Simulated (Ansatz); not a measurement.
The input, for Ansatz 0.2.0:

```yaml
crystal:
  periodic: [false, false, false]
  atoms:
    - {symbol: Ga, position_ang: [0.000000, -0.179040, 1.166689]}
    - {symbol: P, position_ang: [0.000000, 1.060966, -0.874147]}
    - {symbol: P, position_ang: [0.000000, -0.679126, -1.835334]}
    - {symbol: H, position_ang: [0.000000, 0.651058, 2.557459]}
basis:
  gaussian: {orbitals: STO-3G}
total_charge: 1
magnetization: {spin_polarized: false, initial_magnetization: 1}
correlation: {active_space: {window: {electrons: 3, orbitals: 3}, fixed_orbitals: true, states: [{multiplicity: 2, weights: [1, 1, 1]}]}}
output: {forces: true}
```

```sh
$ ansatz run in.yaml --threads 1 --pin off --events-out ev --progress --plain --max-ram 2393MiB
```

Log:

```
567 factors; integrals over basis functions are off by at most 3.7e-8 eV
mean field evaluation 1: about -70067.1253 eV, gradient 1.4e1 eV
mean field evaluation 2: about -70067.1428 eV, gradient 1.4e1 eV
mean field evaluation 4: about -70069.0923 eV, gradient 3.3e0 eV
mean field evaluation 8: about -70069.3763 eV, gradient 3.5e0 eV
mean field evaluation 16: about -70073.0437 eV, gradient 3.0e-1 eV
mean field evaluation 32: about -70073.0865 eV, gradient 2.1e-3 eV
mean field evaluation 64: about -70073.0304 eV, gradient 1.3e0 eV
mean field evaluation 96: about -70069.6286 eV, gradient 4.3e-1 eV
mean field evaluation 128: about -70073.0845 eV, gradient 3.3e-2 eV
mean field -70073.08651399 eV, -2575.1384321452 hartree, gradient 1.4e-6 eV, S^2 0.750000; 15 other end points of the search recorded, 0 dependent functions left out
reference -70073.08651399 eV, -2575.1384321452 hartree; 31, 30 occupied and 6, 7 virtual orbitals, 567 factors
state -70073.13155624 eV, -2575.1400874172 hartree
state -70072.51503489 eV, -2575.1174306756 hartree
state -70071.66302543 eV, -2575.0861199055 hartree
the calculation of the forces begins
Total energy: -70072.43653885 eV, -2575.1145459995 hartree
Atom 0 at     0.000000    -0.179040     1.166689 Å, force    -0.000000     0.211421     0.373019 eV/Å
Atom 1 at     0.000000     1.060966    -0.874147 Å, force    -0.000000    -0.825123    -0.003082 eV/Å
Atom 2 at     0.000000    -0.679126    -1.835334 Å, force     0.000000     0.984593     1.110182 eV/Å
Atom 3 at     0.000000     0.651058     2.557459 Å, force     0.000000    -0.370890    -1.480119 eV/Å
Dipole moment:     0.000000     0.256432    -0.811248 e Å
```

Natural occupations, averaged over the states: 1.3291 0.9982 0.6727.

The total printed last is the weighted mean of the 3 states, 0.695 eV above the lowest of them, and is no single state's energy.

Forces (eV/Å):
```
Ga   0.000  0.211  0.373
P    0.000 -0.825 -0.003
P    0.000  0.985  1.110
H    0.000 -0.371 -1.480
```

Ran on 1 thread of Arm Neoverse V2, shared host: 4.9 s wall, 0.29 GiB peak host memory.
